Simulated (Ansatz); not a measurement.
## C2H2ClF, SMILES F/C=C/Cl: harmonic frequencies at the relaxed geometry

Computed with Ansatz 0.2.0, Python API.

`freq_c2h2clf.py`
```python
"""Harmonic frequencies of C2H2ClF at its relaxed geometry."""

import argparse
import itertools

import ansatz
from ase import Atoms
from ase.data import atomic_numbers, covalent_radii
from ase.thermochemistry import IdealGasThermo
import numpy as np
from rdkit import Chem
from rdkit.Chem import AllChem

parser = argparse.ArgumentParser(description="Harmonic frequencies of C2H2ClF at its relaxed geometry.")
parser.add_argument("--basis", default="6-31G*", help="basis")
parser.add_argument("--functional", required=True, help="exchange-correlation functional")
args = parser.parse_args()

# a force-field geometry from the SMILES
rd = Chem.AddHs(Chem.MolFromSmiles("F/C=C/Cl"))
AllChem.EmbedMolecule(rd, randomSeed=836)
AllChem.UFFOptimizeMolecule(rd)
geometry = ansatz.Crystal.molecule()
for atom, xyz in zip(rd.GetAtoms(), rd.GetConformer().GetPositions()):
    geometry = geometry.atom(atom.GetSymbol(), xyz.round(5).tolist())

base = geometry.calculation()
base = base.basis(gaussian=args.basis)
base = base.functional(args.functional)
symbols = [site.symbol for site in geometry.cartesian_sites]
start = np.array([site.position_ang for site in geometry.cartesian_sites], dtype=float)
def progress(event):
    if event["event"] == "relax_step":
        row = event["data"]
        print(f"step {row['step']:3d}  E = {row['lagrangian_ev']:.6f} eV  largest force component {row['allowed_force_max_ev_ang']:.4f} eV/A")


rep = base.relax(force_tolerance=0.003, max_steps=100).session().plan().execute(on_event=progress).report
end = np.array(rep["positions_ang"])

# pairs closer than 1.2 times the sum of covalent radii, before or after
radius = [covalent_radii[atomic_numbers[s]] for s in symbols]
span = lambda where, i, j: np.linalg.norm(where[i] - where[j])
bonded = [(i, j) for i, j in itertools.combinations(range(len(symbols)), 2) if min(span(start, i, j), span(end, i, j)) < 1.2 * (radius[i] + radius[j])]
print("pair        before    after (A)")
for i, j in bonded:
    print(f"{symbols[i]}{i}-{symbols[j]}{j}".ljust(10), f"{span(start, i, j):8.4f} {span(end, i, j):8.4f}")
for first, second in list(itertools.combinations(bonded, 2)):
    shared = set(first) & set(second)
    if shared and symbols[(j := shared.pop())] != "H":
        i, k = sorted((set(first) | set(second)) - {j})
        u, v = end[i] - end[j], end[k] - end[j]
        angle = np.degrees(np.arccos(np.clip(u @ v / np.linalg.norm(u) / np.linalg.norm(v), -1, 1)))
        print(f"final angle {symbols[i]}{i}-{symbols[j]}{j}-{symbols[k]}{k}: {angle:.2f} deg")

# frequencies need a stationary point, so they are taken at the relaxed geometry
minimum = ansatz.Crystal.molecule()
for symbol, place in zip(symbols, end):
    minimum = minimum.atom(symbol, place.tolist())
vibrating = (
    minimum.calculation()
    .basis(gaussian=args.basis)
    .functional(args.functional)
    .phonons(temperatures=(200, 600, 100))
)
vib = vibrating.run().report["vibrations"]
sums = vib["harmonic_sums"]
modes = [m["omega_inv_cm"] for m in sums["modes_at_gamma"] if m["rigid_motion"] == "no"]
for number, w in enumerate(modes, start=1):
    print(f"mode {number:2d} {w:9.1f} 1/cm {w / 8065.544 * 1000:8.2f} meV")
print("imaginary modes:", sum(w < 0 for w in modes), " zero-point energy:", round(sums["zero_point_energy_ev"], 4), "eV")
# rigid rotor and ideal gas, symmetry number taken as one
gas = IdealGasThermo(vib_energies=[w / 8065.544 for w in modes if w > 0], geometry="linear" if len(modes) == 3 * len(symbols) - 5 else "nonlinear",
                     atoms=Atoms(symbols, positions=end), symmetrynumber=1, spin=0.0)
print(f"H(298 K) - E = {gas.get_enthalpy(298.15, verbose=False):.4f} eV")
print(f"S(298 K, 1 bar) = {96485.33 * gas.get_entropy(298.15, 1e5, verbose=False):.1f} J/(mol K) with symmetry number 1")
```

```console
$ python freq_c2h2clf.py --functional PBE0
step   1  E = -17335.151744 eV  largest force component 0.9526 eV/A
step   2  E = -17335.215909 eV  largest force component 0.3808 eV/A
step   3  E = -17335.230244 eV  largest force component 0.0529 eV/A
step   4  E = -17335.230317 eV  largest force component 0.0119 eV/A
step   5  E = -17335.230331 eV  largest force component 0.0131 eV/A
step   6  E = -17335.230336 eV  largest force component 0.0022 eV/A
pair        before    after (A)
F0-C1        1.3584   1.3340
C1-C2        1.3323   1.3266
C1-H4        1.0854   1.0853
C2-Cl3       1.7561   1.7237
C2-H5        1.0853   1.0833
final angle F0-C1-C2: 120.76 deg
final angle F0-C1-H4: 113.79 deg
final angle C2-C1-H4: 125.44 deg
final angle C1-C2-Cl3: 121.54 deg
final angle C1-C2-H5: 122.77 deg
final angle Cl3-C2-H5: 115.69 deg
mode  1     273.2 1/cm    33.88 meV
mode  2     278.8 1/cm    34.57 meV
mode  3     457.9 1/cm    56.77 meV
mode  4     810.1 1/cm   100.44 meV
mode  5     903.6 1/cm   112.04 meV
mode  6     941.9 1/cm   116.78 meV
mode  7    1203.1 1/cm   149.16 meV
mode  8    1259.2 1/cm   156.12 meV
mode  9    1341.9 1/cm   166.37 meV
mode 10    1754.2 1/cm   217.49 meV
mode 11    3258.7 1/cm   404.02 meV
mode 12    3277.1 1/cm   406.31 meV
imaginary modes: 0  zero-point energy: 0.977 eV
H(298 K) - E = 1.1172 eV
S(298 K, 1 bar) = 284.4 J/(mol K) with symmetry number 1
```

Notes:
- These settings explore the input space; basis and method may be short of convergence.
- The frequencies are harmonic and unscaled, in a modest basis. The result belongs to the one conformer reached from this start, and soft torsions count as harmonic oscillators.
- The entropy takes a symmetry number of 1; a symmetric molecule's is lower by R ln(sigma).
- Finished in 70 s on 1 thread of Arm Neoverse V1, with other jobs on the host, peak memory 0.3 GiB.

(A comment or docstring line of the script was reworded after the run, the code is as it ran; lines on the test bed's own set-up are left out of the output.)
